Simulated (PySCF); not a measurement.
**Two-photon absorption: `C=CC[C@@H](C)O`, C₅H₁₀O**

Geometry (Å), atoms numbered from 1 in this order:
```xyz
16

C     2.164    0.860   -0.413
C     1.253    0.406   -1.280
C     0.388   -0.794   -1.065
C    -1.035   -0.390   -0.649
C    -1.926   -1.593   -0.426
O    -1.012    0.348    0.544
H     2.383    0.319    0.513
H     2.737    1.770   -0.607
H     1.068    0.981   -2.197
H     0.810   -1.432   -0.271
H     0.334   -1.395   -1.988
H    -1.468    0.219   -1.473
H    -2.930   -1.267   -0.118
H    -1.514   -2.226    0.375
H    -2.019   -2.195   -1.342
H    -0.310    1.006    0.461
```

Computed with TDDFT CAM-B3LYP/def2-TZVPD excited states, vertical, gas phase in PySCF. Geometry: PBE0-D3(BJ)/def2-SVP.

Give the one- and two-photon strengths of the lowest singlets.

δ for parallel linear polarisation; σ at the peak of a Lorentzian of half width 0.1 eV, single beam; Ω is circular over linear.
```tsv
state	E (eV)	f	photon λ (nm)	δ (au)	σ (GM)	Ω	main
S1	6.95	0.174	357	40.8	0.72	1.49	HOMO→LUMO 0.79, HOMO→LUMO+1 0.12
S2	6.97	0.054	356	71.6	1.27	0.20	HOMO→LUMO+1 0.80, HOMO→LUMO 0.09
S3	7.33	0.044	338	43.7	0.86	0.88	HOMO−1→LUMO 0.42, HOMO−1→LUMO+1 0.17
S4	7.48	0.058	332	13.4	0.27	1.26	HOMO→LUMO+2 0.30, HOMO−1→LUMO+1 0.30
S5	7.58	0.116	327	28.4	0.60	1.50	HOMO−1→LUMO+1 0.38, HOMO→LUMO+2 0.20
S6	7.85	0.022	316	98.2	2.22	0.16	HOMO→LUMO+3 0.42, HOMO→LUMO+2 0.23
```

Among these, the strongest one-photon state is S1, the strongest two-photon state S6, with a dipole change of 5.5 D (relaxed, norm of the difference vector).
